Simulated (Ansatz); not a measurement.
```yaml
crystal:
  periodic: [false, false, false]
  atoms:
    - {symbol: Br, position_ang: [0.000000, 0.000000, -1.714525]}
    - {symbol: Be, position_ang: [0.000000, 0.000000, 0.226304]}
    - {symbol: H, position_ang: [0.000000, 0.000000, 1.488221]}
basis:
  gaussian: {orbitals: def2-TZVP}
hamiltonian: {xc: pbe0}
relax: {f_tol: 0.004, max_steps: 80}
```

```sh
$ ansatz run in.yaml --threads 1 --pin off --events-out ev --progress --plain --max-ram 2176MiB
```

Steps of the relaxation (energy above the last step; positions in Å, forces in eV/Å):

```
3
step 1, 42.9 meV
Br    0.000    0.000   -1.715    0.000    0.000   -0.266
Be    0.000    0.000    0.226    0.000    0.000   -0.974
H     0.000    0.000    1.488    0.000    0.000    1.240
```

```
3
step 2, 4.2 meV
Br    0.000    0.000   -1.737    0.000    0.000   -0.098
Be    0.000    0.000    0.214    0.000    0.000   -0.262
H     0.000    0.000    1.523    0.000    0.000    0.360
```

```
3
step 3, 0.0 meV
Br    0.000    0.000   -1.748    0.000    0.000   -0.004
Be    0.000    0.000    0.209    0.000    0.000   -0.013
H     0.000    0.000    1.539    0.000    0.000    0.017
```

```
3
step 4, 0.0 meV
Br    0.000    0.000   -1.748    0.000    0.000    0.000
Be    0.000    0.000    0.209    0.000    0.000    0.000
H     0.000    0.000    1.540    0.000    0.000    0.000
```

Close pairs at the end: Be2–H3 1.331 Å, Br1–Be2 1.957 Å.

A stationary point of restricted PBE0 after 4 steps (its stability towards spin polarisation wasn't tested); no frequencies were run, so it isn't proven a minimum. 7 s on 1 thread of Arm Neoverse V2, shared host.
